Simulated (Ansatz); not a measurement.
Worked example: correlation energy of PH⁻, doublet

Geometry: a point of a stretch scan, not a stationary point.

| atom | x (Å) | y (Å) | z (Å) |
| --- | --- | --- | --- |
| P | 0.0000 | 0.0000 | 0.0000 |
| H | 0.0000 | 0.0000 | 1.1610 |

Basis aug-cc-pVDZ; Ansatz 0.2.0. Only valence electrons are correlated (noble-gas cores frozen), which leaves 7 electrons in 31 orbitals. R marks a restricted (for open shells ROHF) determinant, U an unrestricted one.

Full CI is exact within this basis and frozen core; it isn't the basis-set limit. The frozen core follows each run's orbitals, which can shift R against U totals by a few meV.

UCCSD has a T1 diagnostic of 0.015 and a largest doubles amplitude of 0.06.

Runs differ by some tens of microhartree through their thresholds and, for an open shell, their frozen cores, so the step to full CI, which has another core, is uncertain by up to 0.1 kcal/mol.

```
    level  total energy (hartree)
      UHF             -341.235460
     UMP2             -341.351844
    UCCSD             -341.373638
 UCCSD(T)             -341.378033
   UCCSDT             -341.378840
UCCSDT(Q)             -341.379106
  UCCSDTQ             -341.379130
  full CI             -341.379133
```

What is the correlation energy at full CI, and what share of it do UMP2 and UCCSDT recover?

E(corr) = -341.379133 − (-341.235460) = -0.143673 hartree = -3.910 eV. UMP2: -0.116384 / -0.143673 = 81.01 %. UCCSDT: -0.143380 / -0.143673 = 99.80 %.

By how many kcal/mol does UCCSD(T) miss full CI (1 hartree = 627.509 kcal/mol), and which steps make up the rest?

-341.378033 − (-341.379133) = 0.001100 hartree = 0.69 kcal/mol. Steps: UCCSDT − UCCSD(T) = -0.51, UCCSDT(Q) − UCCSDT = -0.17, UCCSDTQ − UCCSDT(Q) = -0.02, full CI − UCCSDTQ = 0.00 kcal/mol. That is within 1 kcal/mol of the reference in this basis, which itself misses far more of the correlation at the basis-set limit.
